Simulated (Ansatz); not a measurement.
Basis-set extrapolation for C₇H₁₆ (`CCCCCCC`) (PBE0-D4/def2-TZVP geometry, frozen core, Ansatz 0.2.0). Multiplicity 1, RHF reference.

```tsv
	def2-TZVPP	def2-QZVPP
HF	-274.501631	-274.514747
MP2 correlation	-1.240449	-1.316819
CCSD(T) correlation	-1.373530	not run
```

Energies in hartree. Use E(X) = E(∞) + A·exp(−7.88·√X) for Hartree–Fock and E(X) = E(∞) + B·X^(−2.97) for correlation, with X = 3 and 4, and add CCSD(T) minus MP2 of the smaller set to the MP2 limit.

Problem. What is the CCSD(T) energy at the basis-set limit?

Solution. HF limit: -274.514747 + (-0.013116) × 0.13774 = -274.51655. MP2 limit: -1.316819 + (-0.076370) × 0.74074 = -1.37339. Higher-order term: -1.373530 − (-1.240449) = -0.13308. Total: -276.02302 hartree, 4.02 eV below CCSD(T)/def2-TZVPP.
